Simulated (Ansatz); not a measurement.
A nudged elastic band was laid between two geometries of CH5OSi (8 atoms, charge 1, multiplicity 1).

These are results of Ansatz, RHF/def2-SVP, not measurements.

| Quantity | Value |
| --- | --- |
| movable images | 7 |
| climbing image | yes |
| spring | 5.0 eV/Å² |
| optimiser | quadratic models (default) |
| start path | through a guess of the saddle point |
| force threshold | 0.05 eV/Å |
| iteration limit | 60 |
| end points | relaxed |

Initial state:

```xyz
8
Properties=species:S:1:pos:R:3
C -0.756 0.809 0.008
Si 0.670 -0.273 -0.351
O 0.990 -1.606 0.417
H -0.393 1.815 0.243
H -1.364 0.440 0.835
H -1.377 0.893 -0.890
H 1.642 0.008 -1.394
H 0.588 -2.086 1.132
```

Final state:

```xyz
8
Properties=species:S:1:pos:R:3
C -0.757 0.809 0.008
Si 0.766 -0.183 -0.156
O 0.868 -1.715 0.177
H -1.011 1.237 -0.968
H -0.568 1.647 0.687
H -1.600 0.225 0.377
H 2.031 0.365 -0.615
H 0.270 -2.385 0.489
```

Task: Which bonds break or form, and what moves?

Result: No bond is made or broken. The dihedral H5–C1–Si2–O3 goes from 1 to 122°. The two ends are copies of one structure, up to a mirror image or an exchange of like atoms.

Task: Give the energies along the band, and the barrier.

Result: The forces met the threshold. The highest image is number 4 of 0 to 8, 0.3 kcal/mol above the ends, which have the same energy within 2 meV. A vibrational analysis at the climbing image gives one clearly imaginary mode, 72i cm⁻¹: a first-order saddle point. Limits of this set-up: the dipole of an ion depends on the origin.

| image | path coordinate (Å) | energy (kcal/mol) | dihedral H5–C1–Si2–O3 (°) |
| --- | --- | --- | --- |
| 0 | 0.00 | 0.0 | 1 |
| 1 | 0.38 | 0.0 | 16 |
| 2 | 0.76 | 0.1 | 30 |
| 3 | 1.15 | 0.2 | 45 |
| 4 | 1.53 | 0.3 | 60 |
| 5 | 1.91 | 0.2 | 75 |
| 6 | 2.30 | 0.1 | 91 |
| 7 | 2.68 | 0.0 | 107 |
| 8 | 3.07 | 0.0 | 122 |

Task: What is the geometry of the highest image?

Result: 
```xyz
8
Properties=species:S:1:pos:R:3:forces:R:3
C -0.742 0.822 0.002 0.00 0.00 0.00
Si 0.748 -0.201 -0.264 0.00 0.00 0.00
O 0.890 -1.669 0.282 0.00 0.00 0.00
H -0.629 1.799 -0.470 0.00 0.00 0.00
H -0.916 0.959 1.074 0.00 0.00 0.00
H -1.622 0.322 -0.414 0.00 0.00 0.00
H 1.930 0.228 -0.992 0.00 0.00 0.00
H 0.339 -2.260 0.782 0.00 0.00 0.00
```

Run time: 58 s on 1 CPU thread of a shared host.
